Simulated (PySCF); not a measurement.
Acetonitrile, C2H3N, SMILES CC#N, point group C3v.

Level: B3LYP/pcSseg-1 in PySCF (density fitting, grid level 2); geometry and Hessian at that level, cubic constants and property derivatives from steps of ±0.6 along each species' dimensionless normal coordinates, second-order vibrational perturbation theory. The parent has the commonest isotopes.

Equilibrium geometry (Å):

```json
{"atom": "C1", "x": "-0.4863", "y": "0.0086", "z": "-0.0165"}
{"atom": "C2", "x": "0.9701", "y": "-0.0132", "z": "-0.0102"}
{"atom": "N3", "x": "2.1230", "y": "-0.0304", "z": "-0.0053"}
{"atom": "H4", "x": "-0.8749", "y": "-0.8316", "z": "-0.6003"}
{"atom": "H5", "x": "-0.8704", "y": "-0.0669", "z": "1.0056"}
{"atom": "H6", "x": "-0.8490", "y": "0.9414", "z": "-0.4596"}
```

Species: ²H at 4. Output of the displacement run:

```
mode    cm-1    km/mol   phi_rrr   E(+)/cm-1  E(-)/cm-1
  1    363.01     0.43      -1.9      66.66      66.82
  2    379.25     0.25       0.1      69.75      69.71
  3    853.97     1.29      72.6     156.39     151.16
  4    959.46     1.25     122.3     177.24     168.46
  5   1012.65     5.21      -0.4     182.69     182.74
  6   1295.70     6.19       7.2     233.71     233.16
  7   1297.31     7.72      17.2     234.70     233.39
  8   1445.77    13.49      70.6     262.95     257.80
  9   2265.92     0.71   -1220.1     367.10     454.71
 10   2364.26     8.48     614.4     448.48     404.37
 11   3068.63     1.63   -1324.6     507.38     602.58
 12   3117.27     0.13      -2.0     564.00     564.15
```

For the shielding of C1 (σe = 178.94 ppm):

```tsv
mode	ω (cm⁻¹)	Σr φrrs (cm⁻¹)	∂σ/∂q	∂²σ/∂q²
1	363	-3	-0.030	-1.637
2	379	0	0.000	-1.738
3	854	171	2.975	-0.200
4	959	217	4.277	-0.483
5	1013	0	-0.001	0.545
6	1296	11	0.368	0.037
7	1297	90	2.902	1.059
8	1446	15	1.307	0.758
9	2266	-795	-4.382	-1.076
10	2364	-122	-0.055	-0.330
11	3069	-1305	-6.823	-1.251
12	3117	0	-0.003	-1.856
```

**Question.** Work out the zero-point average of this shielding.

**Answer.** With ⟨qs⟩ = −Σr φrrs/(4ωs) and ⟨qs²⟩ = 1/2: the mean displacements are 0.002, 0.000, -0.050, -0.056, 0.000, -0.002, -0.017, -0.003, 0.088, 0.013, 0.106, 0.000. The anharmonic term Σ (∂σ/∂q)⟨q⟩ is -1.55 ppm, the harmonic term ¼ Σ ∂²σ/∂q² is -1.54 ppm, so ⟨σ⟩ = 175.84 ppm.
